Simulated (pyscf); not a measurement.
Thermochemistry of product channels of :Ge=Se [singlet] + H₂ on the singlet surface, in kcal/mol, from ωB97M-D3(BJ)/def2-TZVP energies (ideal gas, 1 atm, RRHO with modes under 100 cm⁻¹ raised to 100, one conformer, R ln 2 for chiral ones without a mode under 150 cm⁻¹). Single points on ωB97X-D3(BJ)/def2-SVP structures (PySCF, gas phase).

```
products              ΔE  ΔH(298 K)  ΔG(298 K)  ΔG(900 K)
------------------  ----  ---------  ---------  ---------
H₂Ge=Se              [?]       +7.0      +14.5        [?]
:HGe–SeH [singlet]  +3.1       +4.3      +11.1      +25.3
```

Task: What belongs in the gaps?

Result: 
- H₂Ge=Se, ΔE: +5.7
- H₂Ge=Se, ΔG(900 K): +30.5

These are energies of the channels, which say nothing of barriers. Elements up to Kr have no core potential and no relativistic terms here.
